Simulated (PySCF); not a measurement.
Structure from 2D NMR

Compound of formula C3H7NO. Correlations simulated from computed shifts and the bond graph:

HSQC (one-bond C–H):
```tsv
δH	δC
7.58	160.1
3.82	55.5
3.41	42.4
```

HMBC (two and three bonds, from the bond graph; two-bond peaks within aromatic rings are usually weak or absent):
```tsv
δH	δC
7.58	55.5, 42.4
3.82	160.1
3.41	160.1
```

[PySCF 2.14: σ from GIAO-PBE0/pcSseg-1; geometry from GFN2-xTB; one averaged value for each set of equivalent atoms; in vacuum; non-relativistic Hamiltonian; a single conformation]

Chemical shifts δ = σref − σ; 1H, 13C against TMS, all at this level.

Exchangeable hydrogens are left out of these lists.

Q: Work out the connectivity.

A: `C/N=C/OC`.

Mapped SMILES: `[CH3:1]/[N:2]=[CH:3]/[O:4][CH3:5]`. Each H is labelled by its parent atom.

- δC 160.1 is C3, a C=N carbon (δH 7.58).
- δC 55.5 is C5, a methyl carbon bonded to O (δH 3.82).
- δC 42.4 is C1, a methyl carbon bonded to N (δH 3.41).

Shifts are as computed. Against solution values, carbons near 30 ppm lie about +3 ppm off and those near 130 ppm about +5 ppm (rms about the fit 2.1 ppm; single classes can miss by 10 ppm). Of 1328 compounds with measured shifts, 309 miss one by over three times the rms of a fit or turn the order of signals round; such compounds aren't used in these exercises. Signals without a measured value on file couldn't be tested in this way; 1H shifts scatter by 0.2 ppm about their fit, and single ones miss by 0.5 ppm.
